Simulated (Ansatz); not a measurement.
Results of r²SCAN+SOC (plane waves, PAW; Ansatz, a quantum-chemistry and plane-wave program) for 1T (CdI2-type) SnSe2.

Numerical settings: plane-wave cutoff 560 eV, 12×12×6 k mesh (along the axes of the cell as run), Fermi–Dirac smearing 0.01 eV, PAW data made under PBE.

Properties against volume:

Shape and atoms are relaxed at each volume.

```tsv
V (Å³/atom)	P (GPa)	direct gap at Γ (eV)	smallest gap on the k mesh (eV)	c (Å)
26.694	0.71	1.549	0.960	6.305
27.250	0.30	1.593	0.984	6.415
27.806	0.00	1.581	1.000	6.528
28.362	-0.21	1.579	1.009	6.646
28.918	-0.36	1.584	1.016	6.767
```

The fundamental gap (0.97 eV at the equilibrium volume, with added k points) lies elsewhere than Γ–Γ.

Measured, for comparison: band gap 0.98 eV (temperature not stated, no zero-point or thermal correction, indirect, sources range from 0.98 to 1.06; as tabulated in Gonzalez and Oleynik (2016), arXiv:1609.04381).

Note: the cell comes from a level without a dispersion term, which matters for the spacing of layers, chains or molecules.
